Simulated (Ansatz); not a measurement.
Input file:

```yaml
crystal:
  periodic: [false, false, false]
  atoms:
    - {symbol: F, position_ang: [-0.015433, -0.009008, 1.831740]}
    - {symbol: S, position_ang: [-0.016266, -0.025151, 0.080487]}
    - {symbol: S, position_ang: [0.031698, 0.034159, -1.912227]}
basis:
  gaussian: {orbitals: 6-31G}
magnetization: {spin_polarized: false, initial_magnetization: 3}
correlation: {active_space: {ras: {orbitals: [8, 3, 13], electrons: 19, max_holes: 2, max_particles: 2}, fixed_orbitals: true}}
```

```sh
$ ansatz run in.yaml --threads 1 --pin off --events-out ev --progress --plain --max-ram 2393MiB
```

Task: Roughly how long does this take on 1 thread of Arm Neoverse V1, shared host, and how much host memory?

Result: 14 s wall and 0.17 GiB.

```
363 factors; integrals over basis functions are off by at most 1.3e-4 eV
mean field evaluation 1: about -24331.3397 eV, gradient 2.2e1 eV
mean field evaluation 2: about -24331.3543 eV, gradient 2.2e1 eV
mean field evaluation 4: about -24332.8758 eV, gradient 3.2e0 eV
mean field evaluation 8: about -24332.9733 eV, gradient 4.0e-1 eV
mean field evaluation 16: about -24332.9918 eV, gradient 5.4e-2 eV
mean field evaluation 32: about -24331.3966 eV, gradient 3.2e-1 eV
mean field evaluation 64: about -24331.5248 eV, gradient 2.7e-6 eV
mean field evaluation 96: about -24333.0598 eV, gradient 7.1e-3 eV
mean field evaluation 128: about -24333.0580 eV, gradient 2.9e-2 eV
mean field evaluation 160: about -24333.0216 eV, gradient 6.7e-1 eV
mean field evaluation 192: about -24333.0594 eV, gradient 4.8e-2 eV
mean field evaluation 224: about -24333.0582 eV, gradient 1.2e-1 eV
mean field evaluation 256: about -24331.4106 eV, gradient 5.5e-2 eV
mean field -24333.05996435 eV, -894.2234601495 hartree, gradient 1.4e-6 eV, S^2 3.750000; 15 other end points of the search recorded, 0 dependent functions left out
reference -24333.05996435 eV, -894.2234601495 hartree; 22, 19 occupied and 13, 16 virtual orbitals, 363 factors
state -24339.12930102 eV, -894.4465041580 hartree
Total energy: -24339.12930102 eV, -894.4465041580 hartree
```

Natural occupations: 1.9933 1.9927 1.9870 1.9868 1.9848 1.9729 1.9707 1.9584 1.0172 1.0170 1.0019 0.0418 0.0120 0.0119 0.0084 0.0083 0.0080 0.0060 0.0052 0.0043 0.0042 0.0038 0.0025 0.0008.
